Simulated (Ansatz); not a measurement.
Geometry optimisation, RKS PBE-D4/cc-pVDZ (Ansatz 0.2.0).

The input (input.yaml):

```yaml
crystal:
  periodic: [false, false, false]
  atoms:
    - { symbol: C, position_ang: [-0.6414, -1.411, 1.354] }
    - { symbol: C, position_ang: [0.0736, -0.6006, 0.2778] }
    - { symbol: "N", position_ang: [1.0976, -1.3254, -0.2794] }
    - { symbol: C, position_ang: [-0.1553, 0.6794, -0.1059] }
    - { symbol: C, position_ang: [0.5832, 1.4482, -1.1237] }
    - { symbol: S, position_ang: [-1.621, 1.5376, 0.5449] }
    - { symbol: H, position_ang: [-1.2681, -0.7373, 2.0052] }
    - { symbol: H, position_ang: [-1.3075, -2.0862, 0.8608] }
    - { symbol: H, position_ang: [0.0133, -1.8866, 2.0361] }
    - { symbol: H, position_ang: [1.0117, -2.3324, -0.1505] }
    - { symbol: H, position_ang: [1.3519, -1.0693, -1.1995] }
    - { symbol: H, position_ang: [0.03, 1.5997, -2.0144] }
    - { symbol: H, position_ang: [0.7848, 2.4713, -0.7228] }
    - { symbol: H, position_ang: [1.5057, 0.9933, -1.3492] }
    - { symbol: H, position_ang: [-1.4804, 2.6687, -0.1039] }
basis:
  gaussian: { orbitals: cc-pVDZ }
hamiltonian:
  xc: pbe
  dispersion: d4
relax:
  f_tol: 0.015
  max_steps: 40
```

Command:

```bash
$ ansatz run input.yaml --threads 2 --pin off --max-ram 3072MiB --backend cpu --events-out ev --progress --plain --runs-dir out
```

**Question.** Where does it end, and by what steps?

**Answer.** It converged. After 12 steps the energy has fallen by 0.538 eV; H15 moved furthest, 1.02 Å.

```tsv
step	energy less start (eV)	largest force component (eV/Å)	accepted
0	0.0000	3.183	yes
1	-0.3868	1.064	yes
2	-0.4438	0.600	yes
3	-0.4935	0.399	yes
4	-0.5173	0.280	yes
5	-0.5180	0.660	yes
6	-0.5192	0.343	yes
7	-0.5274	0.275	yes
8	-0.5265	0.186	no
9	-0.5358	0.175	yes
10	-0.5374	0.027	yes
11	-0.5376	0.018	yes
12	-0.5377	0.011	yes
```

```xyz
15
Properties=species:S:1:pos:R:3
C -0.714 -1.309 1.324
C 0.041 -0.579 0.248
N 1.162 -1.282 -0.229
C -0.260 0.678 -0.205
C 0.564 1.397 -1.242
S -1.772 1.481 0.315
H -1.410 -0.632 1.850
H -1.304 -2.153 0.904
H 0.002 -1.741 2.056
H 1.069 -2.298 -0.141
H 1.446 -1.038 -1.181
H 0.125 1.327 -2.262
H 0.634 2.480 -1.007
H 1.606 1.015 -1.282
H -1.211 2.603 0.881
```

Run time: 33 s on 2 threads of Intel(R) Xeon(R) Platinum 8488C (Sapphire Rapids) (shared host), peak memory 0.22 GiB.
